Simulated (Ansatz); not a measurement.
Ansatz (a program for electronic structure) input (revPBE/def2-TZVPD):

Ansatz 0.2 input:
```yaml
crystal:
  periodic: [false, false, false]
  atoms:
    - {symbol: C, position_ang: [-0.09071946, 0.00000000, 0.00000000]}
    - {symbol: H, position_ang: [0.27215839, 0.00000000, -1.03552753]}
    - {symbol: H, position_ang: [0.27215839, 0.00000000, 1.03552753]}
basis:
  gaussian:
    orbitals: def2-TZVPD
hamiltonian:
  xc: {name: revPBE}
total_charge: 1
magnetization: {spin_polarized: true, initial_magnetization: 1}
output: {forces: true}
```

End of the output:

```
integrals: 0.00 GiB planned
276 factors; their error is unknown
mean field: 0.10 GiB planned
mean field evaluation 1: about -1053.0071 eV, gradient 2.0e1 eV
mean field evaluation 2: about -1053.7821 eV, gradient 1.6e1 eV
mean field evaluation 4: about -1055.0751 eV, gradient 1.7e-1 eV
mean field evaluation 8: about -1055.0488 eV, gradient 3.2e-3 eV
mean field evaluation 16: about -1054.3133 eV, gradient 1.2e-1 eV
mean field evaluation 32: about -1054.5259 eV, gradient 5.6e0 eV
mean field -1055.04876590 eV, -38.7723270092 hartree, gradient 1.0e-5 eV, S^2 0.752414; 4 other end points of the search recorded, 0 dependent functions left out
the calculation of the forces begins
reference -1055.04879943 eV, -38.7723282412 hartree; 4, 3 occupied and 51, 52 virtual orbitals, 276 factors
Total energy: -1055.04879943 eV, -38.7723282412 hartree
Atom 0 at    -0.090719     0.000000     0.000000 Å, force    -0.214827     0.000000     0.000000 eV/Å
Atom 1 at     0.272158     0.000000    -1.035528 Å, force     0.107413    -0.000000    -0.281009 eV/Å
Atom 2 at     0.272158     0.000000     1.035528 Å, force     0.107413    -0.000000     0.281009 eV/Å
Dipole moment:     0.102722    -0.000000     0.000000 e Å
```
